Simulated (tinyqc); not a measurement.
Worked calculation: CIS on RHF in the sto-6g basis, frozen core, for H2O, spin multiplicity 1. Computed by tinyqc, a small Python program that keeps every step (integrals from PySCF). Settings: charge = 0, multiplicity = 1, basis = sto-6g, method = RHF, frozen orbitals = 1, energy threshold = 1e-10, iteration cap = 54, orthogonalisation = canonical, start = Wolfsberg-Helmholz matrix, DIIS depth = 6. Command: `OMP_NUM_THREADS=1 python tinyqc.py 24321 24322 out.jsonl` (the two numbers bound the seeds that draw the settings). One thread of a shared host (Intel(R) Xeon(R) Processor @ 2.60GHz), about 0.1 s of CPU time with the checks. The early iterations of the SCF are left out here.

## One-electron integrals

Geometry (angstrom):
```
atom        x         y        z
O     0.00000   0.00000  0.00000
H     0.00000   0.73000  0.54200
H     0.00000  -0.69800  0.51800
```

Basis sto-6g: exponents (1/bohr^2) and contraction coefficients of normalised primitives:
```
element  l (shell)    exponent  coefficient
O            s (1)  1355.58423      0.00916
O            s (1)   248.54489      0.04936
O            s (1)    69.53390      0.16854
O            s (1)    23.88677      0.37056
O            s (1)     9.27593      0.41649
O            s (1)     3.82034      0.13033
O            s (2)    52.18776     -0.01325
O            s (2)    10.32932     -0.04699
O            s (2)     3.21034     -0.03379
O            s (2)     1.23514      0.25024
O            s (2)     0.53642      0.59512
O            s (2)     0.24588      0.24071
O            p (3)    52.18776      0.00376
O            p (3)    10.32932      0.03768
O            p (3)     3.21034      0.17390
O            p (3)     1.23514      0.41804
O            p (3)     0.53642      0.42586
O            p (3)     0.24588      0.10171
H            s (1)    35.52322      0.00916
H            s (1)     6.51314      0.04936
H            s (1)     1.82214      0.16854
H            s (1)     0.62596      0.37056
H            s (1)     0.24308      0.41649
H            s (1)     0.10011      0.13033
```

Overlap, kinetic and nuclear-attraction integrals over the contracted functions; the nuclear repulsion is the sum of Za Zb / Rab.

nuclear repulsion = 9.8970797 hartree

overlap S, lower triangle:
```
          1O 1s    1O 2s   1O 2px    1O 2py   1O 2pz    2H 1s    3H 1s
1O 1s   1.00000
1O 2s   0.23114  1.00000
1O 2px  0.00000  0.00000  1.00000
1O 2py  0.00000  0.00000  0.00000   1.00000
1O 2pz  0.00000  0.00000  0.00000   0.00000  1.00000
2H 1s   0.06186  0.50871  0.00000   0.32824  0.24371  1.00000
3H 1s   0.06777  0.53602  0.00000  -0.33826  0.25103  0.28443  1.00000
```

kinetic energy T (hartree), lower triangle:
```
           1O 1s    1O 2s   1O 2px    1O 2py   1O 2pz    2H 1s    3H 1s
1O 1s   29.32720
1O 2s   -0.89602  0.84262
1O 2px   0.00000  0.00000  2.53131
1O 2py   0.00000  0.00000  0.00000   2.53131
1O 2pz   0.00000  0.00000  0.00000   0.00000  2.53131
2H 1s   -0.00031  0.15258  0.00000   0.25691  0.19075  0.76852
3H 1s    0.00202  0.17512  0.00000  -0.28408  0.21082  0.01659  0.76852
```

nuclear attraction V (hartree), lower triangle:
```
            1O 1s      1O 2s     1O 2px     1O 2py     1O 2pz     2H 1s     3H 1s
1O 1s   -62.44914
1O 2s    -6.42653  -10.16679
1O 2px    0.00000    0.00000  -10.06851
1O 2py    0.00138    0.01145    0.00000  -10.25785
1O 2pz   -0.02272   -0.24509    0.00000    0.00639  -10.17283
2H 1s    -1.97309   -4.21116    0.00000   -2.43300   -1.89126  -6.05862
3H 1s    -2.16418   -4.49567    0.00000    2.55523   -1.98256  -1.91670  -6.22683
```

core Hamiltonian H = T + V (hartree), lower triangle:
```
            1O 1s     1O 2s    1O 2px    1O 2py    1O 2pz     2H 1s     3H 1s
1O 1s   -33.12194
1O 2s    -7.32256  -9.32417
1O 2px    0.00000   0.00000  -7.53720
1O 2py    0.00138   0.01145   0.00000  -7.72654
1O 2pz   -0.02272  -0.24509   0.00000   0.00639  -7.64153
2H 1s    -1.97340  -4.05858   0.00000  -2.17609  -1.70051  -5.29010
3H 1s    -2.16216  -4.32055   0.00000   2.27116  -1.77174  -1.90011  -5.45831
```

## Two-electron integrals

Functions are numbered as in S; the eight-fold symmetry (ij|kl) = (ji|kl) = (kl|ij) leaves the list below.

Two-electron integrals (ij|kl) in chemists' order, unique and non-zero (hartree):
```
(11|11) 4.78749    (21|11) 0.67588    (21|21) 0.12150    (22|11) 1.11738
(22|21) 0.24921    (22|22) 0.81738    (31|31) 0.02576    (32|31) 0.03914
(32|32) 0.18066    (33|11) 1.11738    (33|21) 0.24921    (33|22) 0.81738
(33|33) 0.88066    (41|41) 0.02576    (42|41) 0.03914    (42|42) 0.18066
(43|43) 0.04746    (44|11) 1.11738    (44|21) 0.24921    (44|22) 0.81738
(44|33) 0.78574    (44|44) 0.88066    (51|51) 0.02576    (52|51) 0.03914
(52|52) 0.18066    (53|53) 0.04746    (54|54) 0.04746    (55|11) 1.11738
(55|21) 0.24921    (55|22) 0.81738    (55|33) 0.78574    (55|44) 0.78574
(55|55) 0.88066    (61|11) 0.19335    (61|21) 0.03329    (61|22) 0.06670
(61|33) 0.06656    (61|41) 0.00130    (61|42) 0.00253    (61|44) 0.06684
(61|51) 0.00097    (61|52) 0.00188    (61|54) 0.00021    (61|55) 0.06671
(61|61) 0.00930    (62|11) 0.43779    (62|21) 0.09885    (62|22) 0.35503
(62|33) 0.34939    (62|41) 0.00629    (62|42) 0.04489    (62|44) 0.36029
(62|51) 0.00467    (62|52) 0.03333    (62|54) 0.00810    (62|55) 0.35540
(62|61) 0.02717    (62|62) 0.18606    (63|31) 0.01139    (63|32) 0.06272
(63|43) 0.00942    (63|53) 0.00700    (63|63) 0.02745    (64|11) 0.24145
(64|21) 0.05533    (64|22) 0.21194    (64|33) 0.20220    (64|41) 0.01456
(64|42) 0.08855    (64|44) 0.22773    (64|51) 0.00235    (64|52) 0.01918
(64|54) 0.01196    (64|55) 0.20588    (64|61) 0.01597    (64|62) 0.13511
(64|64) 0.12472    (65|11) 0.17927    (65|21) 0.04108    (65|22) 0.15736
(65|33) 0.15013    (65|41) 0.00235    (65|42) 0.01918    (65|44) 0.15509
(65|51) 0.01314    (65|52) 0.07696    (65|54) 0.01311    (65|55) 0.16686
(65|61) 0.01186    (65|62) 0.10031    (65|64) 0.07222    (65|65) 0.08107
(66|11) 0.55538    (66|21) 0.12770    (66|22) 0.52071    (66|33) 0.49965
(66|41) 0.01130    (66|42) 0.10729    (66|44) 0.54039    (66|51) 0.00839
(66|52) 0.07966    (66|54) 0.03024    (66|55) 0.52211    (66|61) 0.03554
(66|62) 0.33351    (66|64) 0.27715    (66|65) 0.20578    (66|66) 0.77500
(71|11) 0.21201    (71|21) 0.03649    (71|22) 0.07309    (71|33) 0.07292
(71|41) -0.00142   (71|42) -0.00276   (71|44) 0.07324    (71|51) 0.00106
(71|52) 0.00205    (71|54) -0.00023   (71|55) 0.07310    (71|61) 0.01004
(71|62) 0.02876    (71|64) 0.01527    (71|65) 0.01253    (71|66) 0.03701
(71|71) 0.01117    (72|11) 0.46783    (72|21) 0.10557    (72|22) 0.37760
(72|33) 0.37172    (72|41) -0.00668   (72|42) -0.04709   (72|44) 0.38309
(72|51) 0.00496    (72|52) 0.03494    (72|54) -0.00843   (72|55) 0.37798
(72|61) 0.02804    (72|62) 0.16270    (72|64) 0.08098    (72|65) 0.08498
(72|66) 0.24220    (72|71) 0.03179    (72|72) 0.20824    (73|31) 0.01232
(73|32) 0.06731    (73|43) -0.00995   (73|53) 0.00738    (73|63) 0.02352
(73|73) 0.03119    (74|11) -0.25309   (74|21) -0.05797   (74|22) -0.22112
(74|33) -0.21090   (74|41) 0.01566    (74|42) 0.09409    (74|44) -0.23773
(74|51) -0.00247   (74|52) -0.01987   (74|54) 0.01253    (74|55) -0.21472
(74|61) -0.01458   (74|62) -0.07869   (74|64) -0.01583   (74|65) -0.04012
(74|66) -0.10095   (74|71) -0.01836   (74|72) -0.14835   (74|74) 0.13607
(75|11) 0.18782    (75|21) 0.04302    (75|22) 0.16410    (75|33) 0.15651
(75|41) -0.00247   (75|42) -0.01987   (75|44) 0.16166    (75|51) 0.01416
(75|52) 0.08206    (75|54) -0.01377   (75|55) 0.17411    (75|61) 0.01200
(75|62) 0.08385    (75|64) 0.04064    (75|65) 0.06668    (75|66) 0.13751
(75|71) 0.01362    (75|72) 0.11009    (75|74) -0.07783   (75|75) 0.08895
(76|11) 0.19115    (76|21) 0.04351    (76|22) 0.16710    (76|33) 0.16354
(76|41) 4.59e-05   (76|42) 0.00050    (76|44) 0.16688    (76|51) 0.00334
(76|52) 0.02728    (76|54) 0.00013    (76|55) 0.17088    (76|61) 0.01183
(76|62) 0.08589    (76|64) 0.05375    (76|65) 0.05197    (76|66) 0.15560
(76|71) 0.01295    (76|72) 0.09023    (76|74) -0.05477   (76|75) 0.05375
(76|76) 0.04665    (77|11) 0.57621    (77|21) 0.13237    (77|22) 0.53576
(77|33) 0.51417    (77|41) -0.01192   (77|42) -0.11054   (77|44) 0.55594
(77|51) 0.00885    (77|52) 0.08204    (77|54) -0.03100   (77|55) 0.53717
(77|61) 0.03501    (77|62) 0.23408    (77|64) 0.10070    (77|65) 0.13469
(77|66) 0.36122    (77|71) 0.04038    (77|72) 0.35664    (77|74) -0.29098
(77|75) 0.21594    (77|76) 0.15560    (77|77) 0.77500
```

## Orthogonalisation

S = U s U^T; canonical form X = U s^(-1/2), so that X^T S X = 1. Each column of U has its largest component positive (the first on a tie).

eigenvalues of S: 0.29432  0.36831  0.88998  1.00000  1.08343  1.34988  2.01409

X:
```
               1         2         3        4         5         6         7
1O 1s   -0.26904   0.06019   0.77410  0.00000  -0.61047   0.00069   0.14145
1O 2s    1.27221  -0.22247  -0.28953  0.00000  -0.28339   0.00428   0.41314
1O 2px   0.00000   0.00000   0.00000  1.00000   0.00000   0.00000   0.00000
1O 2py  -0.20977  -0.96445   0.00078  0.00000  -0.00908   0.69083  -0.00848
1O 2pz   0.55907  -0.10306   0.63316  0.00000   0.66682   0.00763   0.18034
2H 1s   -0.58417   1.06140  -0.14308  0.00000   0.11300   0.37357   0.36218
3H 1s   -1.00448  -0.77111  -0.13859  0.00000   0.11190  -0.35204   0.37688
```

## Iteration 8 (converged): orbitals

converged F (hartree), lower triangle:
```
            1O 1s     1O 2s    1O 2px    1O 2py    1O 2pz     2H 1s     3H 1s
1O 1s   -20.49234
1O 2s    -4.96518  -2.36790
1O 2px    0.00000   0.00000  -0.40266
1O 2py    0.00120   0.01330   0.00000  -0.38601
1O 2pz   -0.03113  -0.15650   0.00000   0.01183  -0.40112
2H 1s    -1.33699  -1.09744   0.00000  -0.40963  -0.37641  -0.64564
3H 1s    -1.46398  -1.16816   0.00000   0.42284  -0.38673  -0.47579  -0.70943
```

Diagonalise F' = X^T F X, C = X C', fill 5 alpha and 5 beta electrons from the bottom; D = 2 C_occ C_occ^T. Each column has its largest component positive (the first on a tie).

F' = X^T F X (hartree), lower triangle:
```
          1         2         3         4         5         6         7
1   0.38658
2   0.12308   0.78001
3   1.31437  -0.35650  -9.87038
4   0.00000   0.00000   0.00000  -0.40266
5  -0.83868   0.25607   9.13893   0.00000  -9.25379
6  -0.02462  -0.11343  -0.01076   0.00000   0.01630  -0.65415
7  -0.00698  -0.03313  -3.84194   0.00000   3.83555   0.00199  -2.83516
```

orbital energies (hartree): MO1 -20.49574, MO2 -1.31233, MO3 -0.66336, MO4 -0.46315, MO5 -0.40266, MO6 0.66143, MO7 0.82626

coefficients C:
```
             MO1       MO2       MO3       MO4      MO5       MO6       MO7
1O 1s    0.99651  -0.21989  -0.00545   0.09681  0.00000  -0.12898   0.02208
1O 2s    0.01718   0.81445   0.03227  -0.54330  0.00000   1.00213  -0.19688
1O 2px   0.00000   0.00000   0.00000   0.00000  1.00000   0.00000   0.00000
1O 2py  -0.00026  -0.01300   0.61138   0.00823  0.00000   0.14682   1.02762
1O 2pz   0.00372   0.15226  -0.01346   0.80075  0.00000   0.72289  -0.11894
2H 1s   -0.00414   0.14974   0.43788   0.25667  0.00000  -0.96149  -0.75318
3H 1s   -0.00461   0.16575  -0.43236   0.23714  0.00000  -0.72774   1.04929
```

D after iteration 8, lower triangle:
```
           1O 1s     1O 2s   1O 2px    1O 2py   1O 2pz     2H 1s    3H 1s
1O 1s    2.10158
1O 2s   -0.42949   1.91968
1O 2px   0.00000   0.00000  2.00000
1O 2py   0.00012   0.00934  0.00000   0.74804
1O 2pz   0.09564  -0.62282  0.00000  -0.00723  1.32914
2H 1s   -0.02919  -0.00687  0.00000   0.53575  0.44483   0.56011
3H 1s   -0.03145  -0.01575  0.00000  -0.52907  0.44185  -0.20724  0.54133
```

## Convergence

Stop when the energy changes by less than 1e-10 hartree and every element of the error matrix X^T (F D S - S D F) X is below 3e-06.

Course of the cycle:
```
iteration  E (hartree)     change  largest element of the error matrix
1          -75.4136942          -                             7.82e-01
2          -75.6366286  -2.23e-01                             1.45e-01
3          -75.6533075  -1.67e-02                             2.93e-02
4          -75.6542791  -9.72e-04                             4.13e-03
5          -75.6543151  -3.61e-05                             2.84e-04
6          -75.6543153  -1.40e-07                             8.82e-06
7          -75.6543153  -1.88e-10                             2.48e-06
8          -75.6543153  -1.17e-11                             2.23e-07
```

PySCF RHF in the same basis = -75.6543153 hartree

Converged in 8 iterations.

## Integrals over molecular orbitals

(pq|rs) = sum C_ip C_jq C_kr C_ls (ij|kl), one index at a time.

one-electron integrals over orbitals h = C^T H C (hartree), lower triangle:
```
           1         2         3         4         5         6         7
1  -33.10775
2    0.56478  -7.80171
3    0.01463  -0.00029  -6.57351
4   -0.24439   0.37440   0.04682  -7.19398
5    0.00000   0.00000   0.00000   0.00000  -7.53720
6    0.34232  -1.45550  -0.28967  -0.93845   0.00000  -5.38349
7   -0.05967   0.26795  -1.67219   0.09773   0.00000  -0.04416  -5.65518
```

Two-electron integrals over orbitals (pq|rs), unique and non-zero (hartree); the lowest 1 orbital is frozen and left out:
```
(22|22) 0.73850    (32|22) -0.00764   (32|32) 0.14988    (33|22) 0.66146
(33|32) 0.00421    (33|33) 0.65468    (42|22) 0.01693    (42|32) -0.00023
(42|33) 0.00773    (42|42) 0.12050    (43|22) -0.00327   (43|32) 0.01483
(43|33) -0.00156   (43|42) 0.00438    (43|43) 0.04461    (44|22) 0.68503
(44|32) 0.00267    (44|33) 0.61736    (44|42) -0.10460   (44|43) -0.00716
(44|44) 0.82120    (52|52) 0.14333    (53|52) 0.00268    (53|53) 0.03032
(54|52) -0.04645   (54|53) -0.00168   (54|54) 0.05829    (55|22) 0.74950
(55|32) 0.00094    (55|33) 0.64397    (55|42) -0.06042   (55|43) -0.00606
(55|44) 0.74574    (55|55) 0.88066    (62|22) 0.14582    (62|32) 0.00791
(62|33) 0.08005    (62|42) 0.01840    (62|43) -0.00559   (62|44) 0.10078
(62|55) 0.16354    (62|62) 0.10414    (63|22) 0.02557    (63|32) -0.04084
(63|33) 0.01540    (63|42) -0.01079   (63|43) -0.02483   (63|44) 0.02622
(63|55) 0.03207    (63|62) 0.01772    (63|63) 0.07250    (64|22) 0.08349
(64|32) -0.01165   (64|33) 0.03916    (64|42) -0.01966   (64|43) -0.00169
(64|44) 0.10837    (64|55) 0.09832    (64|62) 0.05800    (64|63) 0.01832
(64|64) 0.05661    (65|52) 0.06182    (65|53) 0.00500    (65|54) -0.00484
(65|65) 0.04045    (66|22) 0.62330    (66|32) 0.02934    (66|33) 0.58397
(66|42) 0.06149    (66|43) 0.01264    (66|44) 0.55405    (66|55) 0.59497
(66|62) 0.09663    (66|63) -0.01095   (66|64) 0.03764    (66|66) 0.61289
(72|22) -0.02662   (72|32) 0.03355    (72|33) -0.01213   (72|42) 0.00081
(72|43) -0.03345   (72|44) -0.02109   (72|55) -0.02991   (72|62) -0.00915
(72|63) 0.03387    (72|64) -0.01219   (72|66) -0.01895   (72|72) 0.06095
(73|22) 0.12751    (73|32) 0.00934    (73|33) 0.09196    (73|42) -0.07217
(73|43) -0.00184   (73|44) 0.16588    (73|55) 0.18162    (73|62) 0.07722
(73|63) 0.01417    (73|64) 0.06371    (73|66) 0.03903    (73|72) -0.01953
(73|73) 0.14635    (74|22) -0.00549   (74|32) -0.07584   (74|33) -0.00755
(74|42) -0.00036   (74|43) 0.00974    (74|44) -0.01149   (74|55) -0.00974
(74|62) -0.01097   (74|63) 0.03733    (74|64) 0.00422    (74|66) -0.02169
(74|72) -0.01466   (74|73) -0.01340   (74|74) 0.06598    (75|52) -0.01088
(75|53) 0.02304    (75|54) 0.00164    (75|65) -0.00282   (75|75) 0.02456
(76|22) -0.00487   (76|32) 0.09920    (76|33) 0.00897    (76|42) -0.01030
(76|43) 0.03788    (76|44) 0.01088    (76|55) 0.00359    (76|62) -0.00404
(76|63) -0.06017   (76|64) -0.01095   (76|66) 0.02863    (76|72) -0.01109
(76|73) 0.01700    (76|74) -0.05274   (76|76) 0.10946    (77|22) 0.63563
(77|32) -0.03290   (77|33) 0.62358    (77|42) -0.01002   (77|43) -0.01320
(77|44) 0.62109    (77|55) 0.63319    (77|62) 0.07302    (77|63) 0.03495
(77|64) 0.03884    (77|66) 0.56580    (77|72) -0.01083   (77|73) 0.08818
(77|74) 0.01400    (77|76) -0.02631   (77|77) 0.63977
```

## CIS matrix, singlets

A(ia,jb) = (e_a - e_i) d_ij d_ab + 2 (ia|jb) - (ij|ab).

CIS matrix A, singlet (hartree), lower triangle:
```
          2>6       2>7      3>6       3>7       4>6      4>7       5>6      5>7
2>6   1.55873
2>7  -0.01342   1.62486
3>6   0.00609  -0.03146  0.88581
3>7   0.05523  -0.00616  0.01936   1.15874
4>6   0.05451  -0.01408  0.02401   0.08955   0.68374
4>7  -0.01164  -0.01931  0.03677  -0.01359  -0.00245  0.80029
5>6   0.00000   0.00000  0.00000   0.00000   0.00000  0.00000   0.55002
5>7   0.00000   0.00000  0.00000   0.00000   0.00000  0.00000  -0.00922  0.64485
```

## CIS singlet states

dipole integrals <i|r|a> (bohr):
```
            x         y         z
2>6   0.00000  -0.00663  -0.12825
2>7   0.00000  -0.17578   0.03369
3>6   0.00000  -0.79484  -0.09804
3>7   0.00000   0.11383  -0.58862
4>6   0.00000  -0.11458  -0.39822
4>7   0.00000  -0.59056   0.04414
5>6   0.07371   0.00000   0.00000
5>7  -0.01042   0.00000   0.00000
```

Diagonalise A (1 hartree = 27.211386 eV); each vector has its largest component positive (the first on a tie). The transition dipole is mu = sqrt2 sum c_ia <i|r|a>.

singlet excitation energies (eV): 14.94267  17.57138  18.04942  21.37919  24.43823  31.74231  42.65803  44.38051

lowest vectors:
```
     state 1   state 2   state 3   state 4   state 5   state 6
2>6  0.00000   0.00000  -0.04826   0.01571  -0.00085  -0.16079
2>7  0.00000   0.00000   0.01005   0.00864   0.05021   0.01728
3>6  0.00000   0.00000  -0.09224  -0.34323   0.93077   0.07223
3>7  0.00000   0.00000  -0.16740   0.06013  -0.07244   0.96993
4>6  0.00000   0.00000   0.98006  -0.04329   0.06651   0.16497
4>7  0.00000   0.00000   0.02297   0.93615   0.34853  -0.02565
5>6  0.99539  -0.09593   0.00000   0.00000   0.00000   0.00000
5>7  0.09593   0.99539   0.00000   0.00000   0.00000   0.00000
```

oscillator strengths 2/3 w |mu|^2: 0.00384  0.00026  0.07168  0.07947  1.13146  0.60837

## CIS matrix, triplets

A(ia,jb) = (e_a - e_i) d_ij d_ab - (ij|ab).

CIS matrix A, triplet (hartree), lower triangle:
```
          2>6       2>7       3>6       3>7       4>6      4>7       5>6      5>7
2>6   1.35046
2>7   0.00487   1.50296
3>6  -0.02934  -0.09920   0.74081
3>7  -0.09920   0.03290  -0.00897   0.86604
4>6  -0.06149   0.01030  -0.01264  -0.03788   0.57052
4>7   0.01030   0.01002  -0.03788   0.01320  -0.01088  0.66832
5>6   0.00000   0.00000   0.00000   0.00000   0.00000  0.00000   0.46912
5>7   0.00000   0.00000   0.00000   0.00000   0.00000  0.00000  -0.00359  0.59574
```

## CIS triplet states

Diagonalise A (1 hartree = 27.211386 eV); each vector has its largest component positive (the first on a tie).

triplet excitation energies (eV): 12.76273  15.12916  16.21360  17.74763  20.21474  23.27870  37.40750  41.30297

lowest vectors:
```
     state 1   state 2   state 3   state 4   state 5   state 6
2>6  0.00000   0.09653   0.00000  -0.01890   0.05786   0.16594
2>7  0.00000  -0.00613   0.00000   0.04056   0.11870  -0.06117
3>6  0.00000   0.10719   0.00000   0.39953   0.89690  -0.07933
3>7  0.00000   0.14902   0.00000  -0.07657   0.10009   0.96174
4>6  0.00000   0.97264   0.00000  -0.12727  -0.07587  -0.16614
4>7  0.00000   0.10453   0.00000   0.90350  -0.40293   0.09940
5>6  0.99960   0.00000  -0.02835   0.00000   0.00000   0.00000
5>7  0.02835   0.00000   0.99960   0.00000   0.00000   0.00000
```
